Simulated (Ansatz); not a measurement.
# PHO+ (doublet): the correlation ladder, def2-QZVPP

An exercise on one series of results from a longer session: the logs are not shown, and one member is left open.

The runs use Ansatz 0.2.0, Gaussian basis; def2-QZVPP, core rule «outside noble gas», up to 6 orbitals frozen.

To be run: UHF; ROHF; CCSD(T) on UHF.

2 further runs of the same task are left out: 2 set aside as unsound or not needed.

## The system

The geometry is a PBE0/def2-TZVP stationary point (not a proven minimum) of the parent state, kept for this charge and spin.

3 atoms, charge 1, spin multiplicity 2.

Atoms are counted from 1 here; the program's logs count them from 0.

Bond lengths: O1–P2 1.634 Å, O1–H3 0.963 Å. Angles: P2–O1–H3 114.8°.

As a file:

```xyz
3
charge 1, multiplicity 2
O     0.0000   -0.1018    1.0417
P     0.0000    0.0286   -0.5874
H     0.0000    0.7367    1.5146
```

Set-up of the first run:

Input file in.yaml:

```yaml
crystal:
  periodic: [false, false, false]
  atoms:
    - {symbol: O, position_ang: [0.000000, -0.101812, 1.041721]}
    - {symbol: P, position_ang: [0.000000, 0.028618, -0.587387]}
    - {symbol: H, position_ang: [0.000000, 0.736686, 1.514642]}
basis:
  gaussian: {orbitals: "def2-QZVPP.json"}
total_charge: 1
magnetization: {spin_polarized: true, initial_magnetization: 1}
hamiltonian: {xc: hf}
output: {orbitals: {seedname: orbitals}}
```

The run is started by

```bash
$ ansatz run in.yaml --threads 1 --pin off --events-out ev --progress --plain --max-ram 2393MiB
```

Steps of the session up to this table: UHF; ROHF; CCSD(T) on UHF.

One table of the session follows, with a row left open; its other results are not shown here.

| method | from UCCSD(T) (kcal/mol) |
| --- | --- |
| ROHF | +251.97 |
| UHF | +248.05 |
| UMP2 | +18.85 |
| UCCSD | ? |
| UCCSD(T) | 0 |

Q: Estimate the row for UCCSD from the others.

The run gave: from UCCSD(T) (kcal/mol): +11.22. In the column «from UCCSD(T) (kcal/mol)» it lies between UCCSD(T) (0) and UMP2 (+18.85).
